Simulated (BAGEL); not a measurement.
# HF/6-31G(d) (density fitting with qzvpp-jkfit, spherical functions) run of HNO3 (peroxynitrous acid)

What is the energy change on altering one bond length of HNO3 (peroxynitrous acid) at HF/6-31G* (density fitting with qzvpp-jkfit, spherical functions)? 

The calculation is run with BAGEL 1.2.2.

## (1) The structure to begin with

HNO3 has 5 atoms, charge 0, and is taken as a singlet. As SMILES, `O=NOO`. Geometry: relaxed at GFN2-xTB. This is one conformer, not always the lowest.

Bond lengths: O1–N2 1.201 Å, N2–O3 1.273 Å, O3–O4 1.436 Å, O4–H5 0.984 Å. Angles: O1–N2–O3 119.9°, N2–O3–O4 119.3°, O3–O4–H5 102.4°.

## (2) The energy at HF/6-31G(d) (density fitting with qzvpp-jkfit, spherical functions)

Input file calc.json:

```json
{ "bagel" : [

{
  "title" : "molecule",
  "basis" : "6-31gs.json",
  "df_basis" : "qzvpp-jkfit",
  "angstrom" : "true",
  "geometry" : [
    { "atom" : "O", "xyz" : [    0.065910,   -0.913420,    1.047340 ] },
    { "atom" : "N", "xyz" : [   -0.887330,   -0.616080,    0.379900 ] },
    { "atom" : "O", "xyz" : [   -0.768700,    0.249290,   -0.545570 ] },
    { "atom" : "O", "xyz" : [    0.510450,    0.860430,   -0.776300 ] },
    { "atom" : "H", "xyz" : [    1.079670,    0.419780,   -0.105350 ] }
  ]
},
{ "title" : "hf" },
{ "title" : "print", "file" : "orbitals.molden", "orbitals" : "true" }

]}
```

The basis set 6-31G* is read from a file made from the Basis Set Exchange's data (not shown).

Run with:

```
$ BAGEL_NUM_THREADS=1 BAGEL calc.json > calc.out
```

Standard output:

```text
* using 1 threads per process

  ===============================================================
  ===============================================================

  *** Geometry ***

  { "atom" : "O", "xyz" : [      0.124552,     -1.726114,      1.979186 ] },
  { "atom" : "N", "xyz" : [     -1.676811,     -1.164222,      0.717907 ] },
  { "atom" : "O", "xyz" : [     -1.452632,      0.471090,     -1.030978 ] },
  { "atom" : "O", "xyz" : [      0.964611,      1.625977,     -1.466994 ] },
  { "atom" : "H", "xyz" : [      2.040281,      0.793269,     -0.199083 ] },

  Number of auxiliary basis functions:      326

  Since a DF basis is specified, we compute 2- and 3-index integrals:
    o Being stored without compression. Storage requirement is 0.009 GB

  Number of basis functions:       58
  Number of electrons      :       32

    * METHOD: MOLECULE                             0.08

  *** RHF ***

  === Nuclear Repulsion ===
   123.3691381201

      * DIIS with orbital gradients will be used.

  === RHF iteration (6-31gs.json) ===
      0       -279.21801625          0.02476780           0.02
      1       -279.28612843          0.02108088           0.02
      2       -279.37509252          0.00289821           0.02
      3       -279.37934488          0.00153561           0.02
      4       -279.38041830          0.00054248           0.02
      5       -279.38068573          0.00024927           0.02
      6       -279.38074309          0.00010299           0.02
      7       -279.38075146          0.00005177           0.02
      8       -279.38075281          0.00002504           0.02
      9       -279.38075306          0.00001443           0.02
     10       -279.38075316          0.00000593           0.02
     11       -279.38075317          0.00000281           0.02
     12       -279.38075317          0.00000122           0.02
     13       -279.38075317          0.00000057           0.02
     14       -279.38075318          0.00000029           0.02
     15       -279.38075318          0.00000017           0.02
     16       -279.38075318          0.00000006           0.02
     17       -279.38075318          0.00000002           0.02
     18       -279.38075318          0.00000001           0.02
     19       -279.38075318          0.00000000           0.02
    * SCF iteration converged.

    * Permanent dipole moment:
           (   -0.382700,    -0.030528,    -0.084675) a.u.

    * METHOD: HF                                   0.43

    * METHOD: PRINT                                0.01

  ===============================================================
```

Run time: 0.68 s. Hardware: 1 thread of Arm Neoverse V2, shared host; peak memory 0.081 GiB.

## (3) The distorted shape

Input file job.json:

```json
{ "bagel" : [

{
  "title" : "molecule",
  "basis" : "6-31gs.json",
  "df_basis" : "qzvpp-jkfit",
  "angstrom" : true,
  "geometry" : [
    { "atom" : "O", "xyz" : [   -0.573623,   -1.218970,    1.162697 ] },
    { "atom" : "N", "xyz" : [   -1.526863,   -0.921630,    0.495257 ] },
    { "atom" : "O", "xyz" : [   -1.408233,   -0.056260,   -0.430213 ] },
    { "atom" : "O", "xyz" : [    0.510450,    0.860430,   -0.776300 ] },
    { "atom" : "H", "xyz" : [    1.079670,    0.419780,   -0.105350 ] }
  ]
},
{ "title" : "hf" },
{ "title" : "print", "file" : "orbitals.molden", "orbitals" : true }

]}
```

The basis set 6-31G* is read from a file made from the Basis Set Exchange's data (not shown).

Run with:

```
$ BAGEL_NUM_THREADS=1 BAGEL job.json > job.out
```

Standard output:

```text
* using 1 threads per process

  ===============================================================
  ===============================================================

  *** Geometry ***

  { "atom" : "O", "xyz" : [     -1.083990,     -2.303519,      2.197179 ] },
  { "atom" : "N", "xyz" : [     -2.885353,     -1.741628,      0.935900 ] },
  { "atom" : "O", "xyz" : [     -2.661175,     -0.106316,     -0.812985 ] },
  { "atom" : "O", "xyz" : [      0.964611,      1.625977,     -1.466994 ] },
  { "atom" : "H", "xyz" : [      2.040281,      0.793269,     -0.199083 ] },

  Number of auxiliary basis functions:      326

  Since a DF basis is specified, we compute 2- and 3-index integrals:
    o Being stored without compression. Storage requirement is 0.009 GB

  Number of basis functions:       58
  Number of electrons      :       32

    * METHOD: MOLECULE                             0.08

  *** RHF ***

  === Nuclear Repulsion ===
   109.3290734601

      * DIIS with orbital gradients will be used.

  === RHF iteration (6-31gs.json) ===
      0       -278.68337844          0.04396171           0.02
      1       -274.94825123          0.09314874           0.02
      2       -278.95845398          0.02362103           0.02
      3       -279.15482042          0.01261351           0.02
      4       -279.22790252          0.00417550           0.02
      5       -279.24647047          0.00455760           0.02
      6       -279.25050406          0.00503409           0.02
      7       -279.25626499          0.00296369           0.02
      8       -279.26150079          0.00071815           0.02
      9       -279.26212613          0.00046264           0.02
     10       -279.26246598          0.00029537           0.02
     11       -279.26258389          0.00013339           0.02
     12       -279.26260154          0.00005736           0.02
     13       -279.26260481          0.00004003           0.02
     14       -279.26260590          0.00001487           0.02
     15       -279.26260601          0.00000554           0.02
     16       -279.26260602          0.00000353           0.02
     17       -279.26260603          0.00000202           0.02
     18       -279.26260603          0.00000093           0.02
     19       -279.26260603          0.00000059           0.02
     20       -279.26260603          0.00000039           0.02
     21       -279.26260603          0.00000016           0.02
     22       -279.26260603          0.00000008           0.02
     23       -279.26260603          0.00000004           0.02
     24       -279.26260603          0.00000002           0.02
     25       -279.26260603          0.00000001           0.02
     26       -279.26260603          0.00000001           0.02
    * SCF iteration converged.

    * Permanent dipole moment:
           (   -0.625218,    -0.010349,    -0.191974) a.u.

    * METHOD: HF                                   0.54

    * METHOD: PRINT                                0.01

  ===============================================================
```

Wall time 0.78 s (1 thread of Arm Neoverse V2, shared host); peak memory 0.081 GiB.

## (4) Summary of results

At HF/6-31G* (density fitting with qzvpp-jkfit, spherical functions):

| quantity | value |
| --- | --- |
| first shape: total energy | -279.38075 Eh |
| first shape: dipole moment | 1.00 D |
| first shape: HOMO energy | -13.16 eV |
| first shape: LUMO energy | 2.59 eV |
| first shape: HOMO–LUMO gap | 15.74 eV |
| distorted shape: total energy | -279.26261 Eh |
| distorted shape: dipole moment | 1.66 D |
| distorted shape: HOMO energy | -11.62 eV |
| distorted shape: LUMO energy | -2.07 eV |
| distorted shape: HOMO–LUMO gap | 9.55 eV |
| energy change with the O3–O4 bond stretched from 1.436 to 2.154 Å | 3.215 eV |

**Reading.** One bond (distorted shape) is far stretched, which a spin-restricted single reference describes badly; a broken-symmetry solution may lie lower. With the O3–O4 bond stretched from 1.436 to 2.154 Å the energy rises by 3.21 eV (74 kcal/mol). The first shape isn't relaxed at this level, so the change isn't measured from a minimum. A restricted reference can't describe the breaking bond well at this length.
